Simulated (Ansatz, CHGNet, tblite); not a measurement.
Wurtzite AlN, elastic constant C44

Reference value: 125 GPa (measured, temperature not stated, no zero-point or thermal correction; as tabulated in Oses et al. (2018), arXiv:1811.08464).

```json
[
 {"level (code)": "GFN1-xTB (tblite)", "value (GPa)": "37.3", "cell (Å³/atom)": "12.96"},
 {"level (code)": "CHGNet 0.3.0", "value (GPa)": "67.4", "cell (Å³/atom)": "10.63"},
 {"level (code)": "LDA (Ansatz)", "value (GPa)": "(withheld)", "cell (Å³/atom)": "10.21"},
 {"level (code)": "PBE (Ansatz)", "value (GPa)": "(withheld)", "cell (Å³/atom)": "10.65"},
 {"level (code)": "r²SCAN (Ansatz)", "value (GPa)": "123", "cell (Å³/atom)": "10.40"},
 {"level (code)": "PBE0 (Ansatz)", "value (GPa)": "123", "cell (Å³/atom)": "10.37"},
 {"level (code)": "Hartree–Fock (Ansatz)", "value (GPa)": "149", "cell (Å³/atom)": "10.34"}
]
```

What belongs in the gaps?


- LDA (Ansatz, a first-principles code), value (GPa): 116
- PBE (Ansatz), value (GPa): 112

Differences against the reference: GFN1-xTB -70 %, CHGNet 0.3.0 -46 %, LDA -7.2 %, PBE -10.4 %, r²SCAN -1.6 %, PBE0 -1.6 %, Hartree–Fock +19.2 %.

The reference's temperature isn't stated, so close values are not ranked against it. Off by more than 25 %, or 35 % on the side where a correction would as a rule narrow the miss (bounds picked here): GFN1-xTB (-70 %), CHGNet 0.3.0 (-46 %).

The reference isn't brought to a static lattice, while the calculations are for one, so the differences are not the levels' errors alone. A static lattice is as a rule stiffer than a warm one, by over a tenth in soft solids.  GFN1-xTB: the method was fitted mainly to molecules. GFN1-xTB: the run uses a supercell at the zone centre in place of a k mesh. Each level is taken at its own relaxed cell. Cutoffs and k meshes differ between the levels. Ansatz's density-functional and Hartree–Fock values are scalar-relativistic unless marked +SOC, with PAW data made under PBE.

Machine-learned potentials (CHGNet 0.3.0) are trained on DFT data: a solid inside that data is no test of them.

Differences are worked out from the printed values.
